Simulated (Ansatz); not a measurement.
Input file:

```yaml
crystal:
  periodic: [false, false, false]
  atoms:
    - {symbol: N, position_ang: [0.000000, 0.000000, 1.715500]}
    - {symbol: Ge, position_ang: [0.000000, 0.000000, 0.000000]}
    - {symbol: N, position_ang: [0.000000, 0.000000, -1.715500]}
basis:
  gaussian: {orbitals: cc-pVDZ}
total_charge: 1
magnetization: {spin_polarized: true, initial_magnetization: 3}
hamiltonian: {xc: {name: B2PLYP}}
correlation: {electrons: outside_noble_gas}
```

```sh
$ ansatz run in.yaml --threads 1 --pin off --events-out ev --progress --plain --max-ram 2393MiB
```

Log:

```
601 factors; integrals over basis functions are off by at most 4.6e-4 eV
mean field evaluation 1: about -59457.6170 eV, gradient 3.3e1 eV
mean field evaluation 2: about -59457.7223 eV, gradient 3.3e1 eV
mean field evaluation 4: about -59463.7777 eV, gradient 2.3e0 eV
mean field evaluation 8: about -59463.9327 eV, gradient 6.5e-1 eV
mean field evaluation 16: about -59463.9375 eV, gradient 7.7e-4 eV
mean field evaluation 32: about -59463.9170 eV, gradient 1.4e0 eV
mean field -59463.93753763 eV, -2185.2593984032 hartree, gradient 1.1e-6 eV, S^2 4.009536; 4 other end points of the search recorded, 0 dependent functions left out
16 core orbitals not correlated: weight in the atoms' cores, before any rotation towards them, 0.988 or more for the frozen orbitals, at most 0.013 for the correlated occupied ones
reference -59463.93764062 eV, -2185.2594021880 hartree; 8, 5 occupied and 31, 34 virtual orbitals, 601 factors
second order -10.35461827 eV of doubles, -0.00000000 eV of singles
Total energy: -59466.73338755 eV, -2185.3621439928 hartree
```

Ran on 1 thread of Arm Neoverse V1, shared host: 4.4 s wall, 0.13 GiB peak host memory.
